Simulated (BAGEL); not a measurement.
**C2H5Al (SMILES [H][Al]([H])[CH]=C): HF/3-21G (density fitting with qzvpp-jkfit)**

Aim: the energy change on altering one bond length of C2H5Al at HF/3-21G (density fitting with qzvpp-jkfit), from 2 runs. 

The calculation is run with BAGEL 1.2.2.

## Step 1: The system as given

C2H5Al: 8 atoms, total charge 0, spin state singlet. SMILES: `[H][Al]([H])[CH]=C`. The shape comes from GFN2-xTB, which is rough for such elements, and wasn't checked as a minimum.

Bond lengths: Al1–C4 1.981 Å, C4–C5 1.340 Å, Al1–H2 1.551 Å, Al1–H3 1.551 Å, C4–H6 1.097 Å, C5–H7 1.082 Å, C5–H8 1.084 Å. Angles: Al1–C4–C5 123.2°, Al1–C4–H6 122.3°, C5–C4–H6 114.5°, H2–Al1–C4 123.4°, H3–Al1–C4 123.4°, C4–C5–H7 121.7°, C4–C5–H8 123.3°, H2–Al1–H3 113.2°, H7–C5–H8 115.0°.

## Step 2: A single-point energy at HF/3-21G (density fitting with qzvpp-jkfit)

Contents of hf.json:

```json
{ "bagel": [

{
  "title": "molecule",
  "basis": "3-21g",
  "df_basis": "qzvpp-jkfit",
  "angstrom": true,
  "geometry": [
    { "atom": "Al", "xyz": [       0.757880,       1.243210,      -0.412700 ] },
    { "atom": "H", "xyz": [       2.305620,       1.330790,      -0.372710 ] },
    { "atom": "H", "xyz": [       0.067510,       2.631930,      -0.426090 ] },
    { "atom": "C", "xyz": [      -0.236320,      -0.470400,      -0.432500 ] },
    { "atom": "C", "xyz": [      -0.683170,      -1.072300,       0.678100 ] },
    { "atom": "H", "xyz": [      -0.464670,      -1.005660,      -1.362180 ] },
    { "atom": "H", "xyz": [      -0.522550,      -0.646370,       1.659470 ] },
    { "atom": "H", "xyz": [      -1.224290,      -2.011190,       0.668610 ] }
  ]
},

{
  "title": "hf"
},

{
  "title": "print",
  "file": "orbitals.molden",
  "orbitals": true
}

]}
```

On the command line:

```bash
$ BAGEL_NUM_THREADS=1 BAGEL hf.json > hf.out
```

What it wrote:

```text
* using 1 threads per process

  ===============================================================
  ===============================================================

  *** Geometry ***

  { "atom" : "Al", "xyz" : [      1.432186,      2.349326,     -0.779890 ] },
  { "atom" : "H", "xyz" : [      4.356990,      2.514829,     -0.704320 ] },
  { "atom" : "H", "xyz" : [      0.127575,      4.973627,     -0.805193 ] },
  { "atom" : "C", "xyz" : [     -0.446580,     -0.888927,     -0.817307 ] },
  { "atom" : "C", "xyz" : [     -1.291004,     -2.026353,      1.281423 ] },
  { "atom" : "H", "xyz" : [     -0.878099,     -1.900422,     -2.574147 ] },
  { "atom" : "H", "xyz" : [     -0.987476,     -1.221462,      3.135944 ] },
  { "atom" : "H", "xyz" : [     -2.313573,     -3.800598,      1.263490 ] },

  Number of auxiliary basis functions:      368

  Since a DF basis is specified, we compute 2- and 3-index integrals:
    o Being stored without compression. Storage requirement is 0.005 GB

  Number of basis functions:       41
  Number of electrons      :       30

    * METHOD: MOLECULE                             0.09

  *** RHF ***

  === Nuclear Repulsion ===
    83.0463275303

      * DIIS with orbital gradients will be used.

  === RHF iteration (3-21g) ===
      0       -318.69325500          0.01833998           0.02
      1       -318.74223419          0.00581088           0.02
      2       -318.74800970          0.00192352           0.02
      3       -318.74861891          0.00043775           0.02
      4       -318.74864675          0.00006536           0.02
      5       -318.74864842          0.00001763           0.01
      6       -318.74864854          0.00000696           0.01
      7       -318.74864856          0.00000077           0.01
      8       -318.74864856          0.00000021           0.01
      9       -318.74864856          0.00000005           0.01
     10       -318.74864856          0.00000002           0.02
     11       -318.74864856          0.00000001           0.02
    * SCF iteration converged.

    * Permanent dipole moment:
           (    0.153656,     0.264273,     0.009740) a.u.

    * METHOD: HF                                   0.24

    * METHOD: PRINT                                0.00

  ===============================================================
```

Run time: 0.5 s. Hardware: 1 thread of Arm Neoverse V2, shared host.

## Step 3: The distorted shape at the same level

Contents of calc.json:

```json
{ "bagel": [

{
  "title": "molecule",
  "basis": "3-21g",
  "df_basis": "qzvpp-jkfit",
  "angstrom": true,
  "geometry": [
    { "atom": "Al", "xyz": [       1.103078,       0.548824,      -0.406005 ] },
    { "atom": "H", "xyz": [       2.650818,       0.636404,      -0.366015 ] },
    { "atom": "H", "xyz": [       0.067510,       2.631930,      -0.426090 ] },
    { "atom": "C", "xyz": [       0.108878,      -1.164786,      -0.425805 ] },
    { "atom": "C", "xyz": [      -0.337972,      -1.766686,       0.684795 ] },
    { "atom": "H", "xyz": [      -0.119472,      -1.700046,      -1.355485 ] },
    { "atom": "H", "xyz": [      -0.177352,      -1.340756,       1.666165 ] },
    { "atom": "H", "xyz": [      -0.879092,      -2.705576,       0.675305 ] }
  ]
},

{ "title": "hf" },

{ "title": "print", "file": "orbitals.molden", "orbitals": true }

]}
```

On the command line:

```bash
$ BAGEL_NUM_THREADS=1 BAGEL calc.json > calc.out
```

What it wrote:

```text
* using 1 threads per process

  ===============================================================
  ===============================================================

  *** Geometry ***

  { "atom" : "Al", "xyz" : [      2.084515,      1.037127,     -0.767238 ] },
  { "atom" : "H", "xyz" : [      5.009320,      1.202629,     -0.691668 ] },
  { "atom" : "H", "xyz" : [      0.127575,      4.973627,     -0.805193 ] },
  { "atom" : "C", "xyz" : [      0.205750,     -2.201127,     -0.804655 ] },
  { "atom" : "C", "xyz" : [     -0.638675,     -3.338553,      1.294075 ] },
  { "atom" : "H", "xyz" : [     -0.225769,     -3.212621,     -2.561495 ] },
  { "atom" : "H", "xyz" : [     -0.335147,     -2.533662,      3.148596 ] },
  { "atom" : "H", "xyz" : [     -1.661243,     -5.112798,      1.276142 ] },

  Number of auxiliary basis functions:      368

  Since a DF basis is specified, we compute 2- and 3-index integrals:
    o Being stored without compression. Storage requirement is 0.005 GB

  Number of basis functions:       41
  Number of electrons      :       30

    * METHOD: MOLECULE                             0.09

  *** RHF ***

  === Nuclear Repulsion ===
    81.1852925888

      * DIIS with orbital gradients will be used.

  === RHF iteration (3-21g) ===
      0       -318.63022378          0.01808431           0.01
      1       -318.68277836          0.00552949           0.02
      2       -318.68838666          0.00197346           0.02
      3       -318.68908262          0.00041366           0.01
      4       -318.68911028          0.00008476           0.01
      5       -318.68911237          0.00001459           0.02
      6       -318.68911246          0.00000560           0.01
      7       -318.68911247          0.00000107           0.02
      8       -318.68911247          0.00000022           0.02
      9       -318.68911247          0.00000008           0.01
     10       -318.68911247          0.00000002           0.01
     11       -318.68911247          0.00000000           0.02
    * SCF iteration converged.

    * Permanent dipole moment:
           (   -0.119545,     0.916892,    -0.042705) a.u.

    * METHOD: HF                                   0.24

    * METHOD: PRINT                                0.00

  ===============================================================
```

Run time: 0.5 s. Hardware: 1 thread of Arm Neoverse V2, shared host.

## Step 4: Outcome

Level: HF/3-21G (density fitting with qzvpp-jkfit).

```
                                                          quantity          value
                                         first shape: total energy  -318.74865 Eh
                                        first shape: dipole moment         0.78 D
                                          first shape: HOMO energy       -9.99 eV
                                          first shape: LUMO energy        1.23 eV
                                        first shape: HOMO–LUMO gap       11.22 eV
                                     distorted shape: total energy  -318.68911 Eh
                                    distorted shape: dipole moment         2.35 D
                                      distorted shape: HOMO energy       -9.20 eV
                                      distorted shape: LUMO energy        0.92 eV
                                    distorted shape: HOMO–LUMO gap       10.12 eV
energy change with the Al1–H3 bond stretched from 1.551 to 2.326 Å       1.620 eV
```

**Reading.** One bond (distorted shape) is far stretched, which a spin-restricted single reference describes badly; a broken-symmetry solution may lie lower. With the Al1–H3 bond stretched from 1.551 to 2.326 Å the energy rises by 1.62 eV (156 kJ/mol). The first shape isn't relaxed at this level, so the change isn't measured from a minimum. A restricted reference can't describe the breaking bond well at this length.
